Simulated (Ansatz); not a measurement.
ZnCo: computed properties

Level of theory: DFT r2SCAN, scalar-relativistic, plane waves, PAW (Ansatz).

Settings: cutoff 500 eV, Γ-centred mesh 18×18×10 on the computed 2-atom cell, Gaussian smearing of 0.10 eV; collinear spin from starting moments 0 2.07 μB.

The structure is relaxed at this level of theory with its symmetry kept. Whether it is the stable form of this composition wasn't checked.

```cif
data_structure
_symmetry_space_group_name_H-M 'P-6m2'
_symmetry_Int_Tables_number 187
_cell_length_a 2.5614
_cell_length_b 2.5614
_cell_length_c 4.2415
_cell_angle_alpha 90.000
_cell_angle_beta 90.000
_cell_angle_gamma 120.000
_cell_volume 24.10
loop_
_atom_site_label
_atom_site_type_symbol
_atom_site_symmetry_multiplicity
_atom_site_Wyckoff_symbol
_atom_site_fract_x
_atom_site_fract_y
_atom_site_fract_z
_atom_site_occupancy
Zn1 Zn 1 e 0.66667 0.33333 0.00000 1
Co1 Co 1 b 0.00000 0.00000 0.50000 1
```

| Quantity | Value |
| --- | --- |
| Space group | P-6m2 (No. 187) |
| Volume per atom | 12.05 Å³ |
| Formation energy from the elements' standard states (uncorrected) | +0.023 eV/atom |
| Generalised Kohn–Sham band gap | none (metal) |
| Density of states at the Fermi level | 1.18 states/eV per cell |
| Löwdin character within 0.5 eV of the Fermi level | Co 3d 80 %, unprojected 11 % |
| Bader charges (e) | Zn (1 in the cell) 0.06, Co (1 in the cell) -0.06 |
| Total moment | 1.74 μB per cell |
| Site moments (μB; atoms counted from 1 over the whole cell) | Co (atom 2) 1.88 |

The state reached may not be the lowest one.

Only this magnetic start was tried.

Cost: 1 run of about 8.2 core-minutes, on Arm Neoverse V1 (shared hosts).